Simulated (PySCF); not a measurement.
# SiH2NF

SiH2NF is a silylene (divalent Si1, bonded to 1 F + 1 N), neutral, singlet. The structure, one conformer, was relaxed in the gas phase by PBE0-D3(BJ)/def2-SVP. No frequency run checks that it is a minimum.

SMILES: N[Si]F

Coordinates in Å:
```
Si1     0.832   -0.176   -0.927
F2      1.654   -1.003    0.236
N3     -0.521    0.269    0.025
H4     -1.294    0.818   -0.337
H5     -0.639    0.021    1.004
```

Shieldings: GIAO PBE0/pcSseg-2. Shifts are against computed references at the same level: H TMS (σ 31.24 ppm), Si TMS (σ 341.3 ppm). Core levels by delta-SCF with SCAN, pcX-2 on the ionised atom and pcseg-1 elsewhere, spin-free X2C (2p3/2 is the spin-free 2p value less a third of a first-order spin-orbit splitting); from the vacuum level, for chosen atoms.

**Question.** Give the shieldings and core levels atom by atom.

**Answer.** 
| atoms | bonded to | σ (ppm) | δ (ppm) | core level (eV) |
| --- | --- | --- | --- | --- |
| Si1 | 1 F + 1 N | 240.2 | 101.1 | 2p3/2 108.10 |
| F2 | 1 Si | 211.1 | - | 1s 691.85 |
| N3 | 1 Si + 2 H | 129.1 | - | 1s 405.27 |
| H4 | 1 N | 27.12 | 4.13 | - |
| H5 | 1 N | 26.89 | 4.36 | - |

Values are those of this one static structure; atoms that internal rotation interchanges would show their mean in an NMR spectrum.

**Question.** By CAM-B3LYP/def2-SVPD (TDDFT singlets, Tamm-Dancoff triplets, ionisation by delta-SCF), where does absorption start, and what does vertical ionisation take?

**Answer.** The lowest singlet lies at 5.31 eV (f 0.120), the strongest of the first 6 at 7.07 eV (f 0.344), the lowest triplet at 3.21 eV; vertical ionisation takes 9.90 eV.

The 3 runs behind this took 18 s in all, one thread each of Arm Neoverse V2 on a shared host, launched as `OMP_NUM_THREADS=1 python cluster_run.py task.json out`.
